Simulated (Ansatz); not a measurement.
in.yaml

```yaml
crystal:
  periodic: [false, false, false]
  atoms:
    - {symbol: Cu, position_ang: [0.000000, 0.000000, 0.000000]}
    - {symbol: H, position_ang: [0.000000, 0.481552, 1.496401]}
    - {symbol: H, position_ang: [0.000000, -0.481552, 1.496401]}
    - {symbol: H, position_ang: [0.000000, 0.481552, -1.496401]}
    - {symbol: H, position_ang: [0.000000, -0.481552, -1.496401]}
basis:
  gaussian: {orbitals: def2-SVP}
total_charge: 1
hamiltonian: {xc: {name: PBE}}
correlation: {method: rpa, electrons: outside_noble_gas}
```

```sh
$ ansatz run in.yaml --threads 1 --pin off --events-out ev --progress --plain --max-ram 2393MiB
```

Output:

```
558 factors; integrals over basis functions are off by at most 9.3e-4 eV
mean field evaluation 1: about -44662.7329 eV, gradient 1.1e2 eV
mean field evaluation 2: about -44662.7316 eV, gradient 1.1e2 eV
mean field evaluation 4: about -44669.1912 eV, gradient 9.1e1 eV
mean field evaluation 8: about -44682.9058 eV, gradient 8.6e0 eV
mean field evaluation 16: about -44683.0019 eV, gradient 1.7e-5 eV
mean field evaluation 32: about -44591.6501 eV, gradient 8.1e1 eV
mean field -44683.00193500 eV, -1642.0700338846 hartree, gradient 4.3e-6 eV, S^2 0.000000; 0 other end points of the search recorded, 0 dependent functions left out
9 core orbitals not correlated: weight in the atoms' cores, before any rotation towards them, 1.000 or more for the frozen orbitals, at most 0.000 for the correlated occupied ones
reference -44644.35212262 eV, -1640.6496794776 hartree; 7, 7 occupied and 35, 35 virtual orbitals, 558 factors
Total energy: -44658.09252863 eV, -1641.1546300847 hartree
```

Ran on 1 thread of Arm Neoverse V2, shared host: 1.6 s wall, 0.19 GiB peak host memory.
